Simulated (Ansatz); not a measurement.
```yaml
crystal:
  periodic: [false, false, false]
  atoms:
    - {symbol: C, position_ang: [-1.838584, -0.217577, 0.635503]}
    - {symbol: O, position_ang: [-0.824769, 0.406614, -0.111801]}
    - {symbol: C, position_ang: [0.387505, -0.277097, -0.124615]}
    - {symbol: C, position_ang: [1.255581, 0.343959, -1.190980]}
    - {symbol: S, position_ang: [1.226118, -0.322087, 1.507554]}
    - {symbol: H, position_ang: [-2.050192, -1.224211, 0.250474]}
    - {symbol: H, position_ang: [-2.732299, 0.397299, 0.536180]}
    - {symbol: H, position_ang: [-1.562277, -0.293534, 1.692632]}
    - {symbol: H, position_ang: [0.221474, -1.344371, -0.335583]}
    - {symbol: H, position_ang: [1.440098, 1.394998, -0.959100]}
    - {symbol: H, position_ang: [0.746325, 0.291641, -2.155920]}
    - {symbol: H, position_ang: [2.211446, -0.174311, -1.257625]}
    - {symbol: H, position_ang: [1.539974, 0.983979, 1.527982]}
basis:
  gaussian: {orbitals: STO-3G}
hamiltonian: {xc: {name: wB97X-D}}
```

```sh
$ ansatz run in.yaml --threads 4 --pin off --events-out ev --progress --plain --max-ram 10444MiB
```

Shortened log:

```
Error: YAML parse error: error: line 19 column 19: hamiltonian.xc: no functional is named "wB97X-D"; the names, which are not case-sensitive, are SVWN5, SPW92, PBE, PBE0, PBEsol, revPBE, revPBE0, RPBE, rPW86-PBE, HSE06, wPBEh, LC-wPBE, HISS, HF, BLYP, B3LYP, B3LYP5, BHLYP, CAM-B3LYP, r2SCAN, r2SCANh, r2SCAN0, r2SCAN50, m-r2SCAN, B97, wB97, wB97X, wB97X-V, B97M-V, wB97M-V, B2PLYP, B2GP-PLYP, PBE0-DH, PBE-QIDH
17 | basis:
18 |   gaussian: {orbitals: STO-3G}
19 | hamiltonian: {xc: {name: wB97X-D}}
```

(1) Something in this input is off. What?

Results:

(1) The method's name isn't one that the program takes here. The input was rejected before any iteration.

HSE06 is defined as in plane-wave codes.
